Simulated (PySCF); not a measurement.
Compound: C₅H₅Cl.
SMILES: `C#C/C=C\CCl`

The closed-shell SCF was solved with PySCF and density fitting under several settings on one GFN2-xTB geometry (grid level 2 and gas phase unless stated).

| settings | basis functions | SCF cycles | E (Eh) | HOMO (eV) | LUMO (eV) | dipole (D) |
| --- | --- | --- | --- | --- | --- | --- |
| PBE0/pcSseg-1 | 134 | 14 | -653.2150 | -7.35 | -1.38 | 1.91 |
| B3LYP/def2-SVPD | 167 | 14 | -653.3963 | -7.13 | -1.63 | 1.87 |
| PBE0/def2-TZVP | 222 | 14 | -653.3418 | -7.29 | -1.36 | 1.76 |
| PBE0/aug-cc-pVDZ | 187 | 14 | -653.2859 | -7.31 | -1.42 | 1.84 |
| PBE0/def2-SVP | 113 | 13 | -652.9708 | -7.22 | -1.21 | 1.70 |

**Question.** Estimate the rows for these settings: (1) PBE0/aug-pcSseg-1, IEF-PCM methanol; (2) PW91/pcSseg-0, damping 0.2 at the start, DIIS from the seventh cycle; (3) B97-D/6-31G, IEF-PCM chloroform, fitting basis def2-universal-jkfit.

**Answer.** 
```
                                                            settings  basis functions  SCF cycles     E (Eh)  HOMO (eV)  LUMO (eV)  dipole (D)
                                 PBE0/aug-pcSseg-1, IEF-PCM methanol              208          14  -653.2313      -7.28      -1.35        2.41
PW91/pcSseg-0, damping 0.2 at the start, DIIS from the seventh cycle               68          18  -652.6303      -6.36      -2.24        2.07
 B97-D/6-31G, IEF-PCM chloroform, fitting basis def2-universal-jkfit               68          10  -653.4494      -5.90      -1.77        2.59
```

**Question.** Over all rows, what range does the HOMO–LUMO gap span?

**Answer.** From 4.12 eV (PW91/pcSseg-0, damping 0.2 at the start, DIIS from the seventh cycle) to 6.01 eV (PBE0/def2-SVP). The functional of the narrowest has no exact exchange, that of the widest 25 % exact exchange.

**Question.** Compare two rows with the functional PBE0: PBE0/def2-TZVP and PBE0/pcSseg-1. Which energy is lower, and by how much?

**Answer.** PBE0/def2-TZVP (222 functions) lies 0.1268 Eh or 80 kcal/mol below PBE0/pcSseg-1 (134 functions).

B97-D ran without the empirical dispersion term, which would shift the total energy alone. Cycle counts include a coarse-grid stage where the run had one. One conformer (not necessarily the lowest) at the GFN2-xTB geometry, without vibrations or thermal averaging.

The values belong to the conformer `[CH:1]#[C:2]/[CH:3]=[CH:4]\[CH2:5][Cl:6]`: C3–C4–C5–Cl6 113°.
